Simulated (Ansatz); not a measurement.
Ansatz (a first-principles code) input (B3LYP/6-31G*):

Ansatz 0.2 input:
```yaml
crystal:
  periodic: [false, false, false]
  atoms:
    - {symbol: C, position_ang: [-0.00374639, 0.00084468, 0.27443148]}
    - {symbol: Cl, position_ang: [-0.00990526, 1.70307997, -0.03766953]}
    - {symbol: Cl, position_ang: [1.48048028, -0.84266638, -0.00948800]}
    - {symbol: Cl, position_ang: [-1.46925276, -0.86071172, -0.04970064]}
basis:
  gaussian:
    orbitals: 6-31G*
hamiltonian:
  xc: {name: B3LYP}
magnetization: {spin_polarized: true, initial_magnetization: 1}
phonons: {temperatures: {t_min: 298.15, t_max: 298.15, t_step: 100}}
```

Output:

```
WARN ansatz: RAYON_NUM_THREADS=1 ignored (pool sized by the plan → 1); use --threads N
Functional definition: B3LYP
integrals: 0.02 GiB planned
736 factors; integrals over basis functions are off by at most 8.1e-5 eV
mean field: 0.42 GiB planned
mean field evaluation 1: about -38602.4135 eV, gradient 6.0e0 eV
mean field evaluation 2: about -38602.6371 eV, gradient 3.2e0 eV
mean field evaluation 4: about -38602.6888 eV, gradient 9.8e-1 eV
mean field evaluation 8: about -38602.7110 eV, gradient 1.7e-2 eV
mean field evaluation 16: about -38602.7110 eV, gradient 2.9e-5 eV
mean field -38602.71096615 eV, -1418.6234621489 hartree, gradient 2.9e-5 eV, S^2 0.753367; 0 other end points of the search recorded, 0 dependent functions left out
the calculation of the forces begins
reference -38602.71116236 eV, -1418.6234693592 hartree; 29, 28 occupied and 43, 44 virtual orbitals, 736 factors
these checks for a lower state are left out or cut short: stability, starts, cluster_reference, orbital_swaps, neighbouring_geometries, increment
integrals: 0.02 GiB planned
736 factors; integrals over basis functions are off by at most 7.9e-5 eV
mean field: 0.42 GiB planned
mean field -38602.71087689 eV, -1418.6234588687 hartree, gradient 1.7e-6 eV, S^2 0.753367; 0 other end points of the search recorded, 0 dependent functions left out
the calculation of the forces begins
reference -38602.71107310 eV, -1418.6234660791 hartree; 29, 28 occupied and 43, 44 virtual orbitals, 736 factors
these checks for a lower state are left out or cut short: stability, starts, cluster_reference, orbital_swaps, neighbouring_geometries, increment
integrals: 0.02 GiB planned
736 factors; integrals over basis functions are off by at most 8.3e-5 eV
mean field: 0.42 GiB planned
mean field -38602.71087638 eV, -1418.6234588498 hartree, gradient 2.8e-6 eV, S^2 0.753367; 0 other end points of the search recorded, 0 dependent functions left out
the calculation of the forces begins
reference -38602.71107258 eV, -1418.6234660599 hartree; 29, 28 occupied and 43, 44 virtual orbitals, 736 factors
these checks for a lower state are left out or cut short: stability, starts, cluster_reference, orbital_swaps, neighbouring_geometries, increment
integrals: 0.02 GiB planned
736 factors; integrals over basis functions are off by at most 8.1e-5 eV
mean field: 0.42 GiB planned
mean field evaluation 32: about -38602.6939 eV, gradient 1.2e-1 eV
mean field -38602.71091202 eV, -1418.6234601596 hartree, gradient 1.2e-6 eV, S^2 0.753374; 0 other end points of the search recorded, 0 dependent functions left out
the calculation of the forces begins
reference -38602.71110824 eV, -1418.6234673704 hartree; 29, 28 occupied and 43, 44 virtual orbitals, 736 factors
these checks for a lower state are left out or cut short: stability, starts, cluster_reference, orbital_swaps, neighbouring_geometries, increment
integrals: 0.02 GiB planned
736 factors; integrals over basis functions are off by at most 8.1e-5 eV
mean field: 0.42 GiB planned
mean field -38602.71091443 eV, -1418.6234602481 hartree, gradient 1.4e-6 eV, S^2 0.753360; 0 other end points of the search recorded, 0 dependent functions left out
the calculation of the forces begins
reference -38602.71111062 eV, -1418.6234674577 hartree; 29, 28 occupied and 43, 44 virtual orbitals, 736 factors
these checks for a lower state are left out or cut short: stability, starts, cluster_reference, orbital_swaps, neighbouring_geometries, increment
integrals: 0.02 GiB planned
736 factors; integrals over basis functions are off by at most 8.1e-5 eV
mean field: 0.42 GiB planned
mean field -38602.71095444 eV, -1418.6234617184 hartree, gradient 1.6e-6 eV, S^2 0.753367; 0 other end points of the search recorded, 0 dependent functions left out
the calculation of the forces begins
reference -38602.71115064 eV, -1418.6234689285 hartree; 29, 28 occupied and 43, 44 virtual orbitals, 736 factors
these checks for a lower state are left out or cut short: stability, starts, cluster_reference, orbital_swaps, neighbouring_geometries, increment
integrals: 0.02 GiB planned
736 factors; integrals over basis functions are off by at most 8.1e-5 eV
mean field: 0.42 GiB planned
mean field -38602.71095460 eV, -1418.6234617241 hartree, gradient 1.7e-6 eV, S^2 0.753367; 0 other end points of the search recorded, 0 dependent functions left out
the calculation of the forces begins
reference -38602.71115080 eV, -1418.6234689345 hartree; 29, 28 occupied and 43, 44 virtual orbitals, 736 factors
these checks for a lower state are left out or cut short: stability, starts, cluster_reference, orbital_swaps, neighbouring_geometries, increment
integrals: 0.02 GiB planned
736 factors; integrals over basis functions are off by at most 8.1e-5 eV
mean field: 0.42 GiB planned
mean field -38602.71089838 eV, -1418.6234596584 hartree, gradient 2.3e-6 eV, S^2 0.753372; 0 other end points of the search recorded, 0 dependent functions left out
the calculation of the forces begins
reference -38602.71109464 eV, -1418.6234668705 hartree; 29, 28 occupied and 43, 44 virtual orbitals, 736 factors
these checks for a lower state are left out or cut short: stability, starts, cluster_reference, orbital_swaps, neighbouring_geometries, increment
integrals: 0.02 GiB planned
736 factors; integrals over basis functions are off by at most 8.1e-5 eV
mean field: 0.42 GiB planned
mean field evaluation 64: about -38602.7109 eV, gradient 5.3e-5 eV
mean field -38602.71089945 eV, -1418.6234596977 hartree, gradient 2.8e-6 eV, S^2 0.753362; 0 other end points of the search recorded, 0 dependent functions left out
the calculation of the forces begins
reference -38602.71109560 eV, -1418.6234669061 hartree; 29, 28 occupied and 43, 44 virtual orbitals, 736 factors
these checks for a lower state are left out or cut short: stability, starts, cluster_reference, orbital_swaps, neighbouring_geometries, increment
integrals: 0.02 GiB planned
736 factors; integrals over basis functions are off by at most 8.1e-5 eV
mean field: 0.42 GiB planned
mean field -38602.71096247 eV, -1418.6234620136 hartree, gradient 1.5e-6 eV, S^2 0.753370; 0 other end points of the search recorded, 0 dependent functions left out
the calculation of the forces begins
reference -38602.71115868 eV, -1418.6234692241 hartree; 29, 28 occupied and 43, 44 virtual orbitals, 736 factors
these checks for a lower state are left out or cut short: stability, starts, cluster_reference, orbital_swaps, neighbouring_geometries, increment
integrals: 0.02 GiB planned
736 factors; integrals over basis functions are off by at most 8.1e-5 eV
mean field: 0.42 GiB planned
mean field -38602.71096352 eV, -1418.6234620521 hartree, gradient 1.3e-6 eV, S^2 0.753364; 0 other end points of the search recorded, 0 dependent functions left out
the calculation of the forces begins
reference -38602.71115971 eV, -1418.6234692621 hartree; 29, 28 occupied and 43, 44 virtual orbitals, 736 factors
these checks for a lower state are left out or cut short: stability, starts, cluster_reference, orbital_swaps, neighbouring_geometries, increment
integrals: 0.02 GiB planned
736 factors; integrals over basis functions are off by at most 8.3e-5 eV
mean field: 0.42 GiB planned
mean field -38602.71089969 eV, -1418.6234597065 hartree, gradient 2.6e-6 eV, S^2 0.753362; 0 other end points of the search recorded, 0 dependent functions left out
the calculation of the forces begins
reference -38602.71109584 eV, -1418.6234669149 hartree; 29, 28 occupied and 43, 44 virtual orbitals, 736 factors
these checks for a lower state are left out or cut short: stability, starts, cluster_reference, orbital_swaps, neighbouring_geometries, increment
integrals: 0.02 GiB planned
736 factors; integrals over basis functions are off by at most 8.0e-5 eV
mean field: 0.42 GiB planned
mean field -38602.71089837 eV, -1418.6234596580 hartree, gradient 2.3e-6 eV, S^2 0.753372; 0 other end points of the search recorded, 0 dependent functions left out
the calculation of the forces begins
reference -38602.71109462 eV, -1418.6234668701 hartree; 29, 28 occupied and 43, 44 virtual orbitals, 736 factors
these checks for a lower state are left out or cut short: stability, starts, cluster_reference, orbital_swaps, neighbouring_geometries, increment
integrals: 0.02 GiB planned
736 factors; integrals over basis functions are off by at most 8.1e-5 eV
mean field: 0.42 GiB planned
mean field evaluation 96: about -38602.7110 eV, gradient 3.4e-5 eV
mean field -38602.71095907 eV, -1418.6234618885 hartree, gradient 1.8e-6 eV, S^2 0.753365; 0 other end points of the search recorded, 0 dependent functions left out
the calculation of the forces begins
reference -38602.71115526 eV, -1418.6234690986 hartree; 29, 28 occupied and 43, 44 virtual orbitals, 736 factors
these checks for a lower state are left out or cut short: stability, starts, cluster_reference, orbital_swaps, neighbouring_geometries, increment
integrals: 0.02 GiB planned
736 factors; integrals over basis functions are off by at most 8.1e-5 eV
mean field: 0.42 GiB planned
mean field -38602.71095833 eV, -1418.6234618613 hartree, gradient 3.0e-6 eV, S^2 0.753369; 0 other end points of the search recorded, 0 dependent functions left out
the calculation of the forces begins
reference -38602.71115453 eV, -1418.6234690717 hartree; 29, 28 occupied and 43, 44 virtual orbitals, 736 factors
Total energy: -38602.71116236 eV, -1418.6234693592 hartree
Atom 0 at    -0.003746     0.000845     0.274431 Å, force     0.000004     0.000010     0.000652 eV/Å
Atom 1 at    -0.009905     1.703080    -0.037670 Å, force    -0.000031    -0.000334    -0.000216 eV/Å
Atom 2 at     1.480480    -0.842666    -0.009488 Å, force    -0.000305     0.000133    -0.000221 eV/Å
Atom 3 at    -1.469253    -0.860712    -0.049701 Å, force     0.000332     0.000192    -0.000215 eV/Å
Dipole moment:     0.000601    -0.000136    -0.044025 e Å
Vibrations: 273.11 273.12 331.70 479.46 874.77 874.77 cm⁻¹, zero-point energy 0.192606 eV
```

The blocks after the first are displaced geometries, from whose forces the wavenumbers follow.
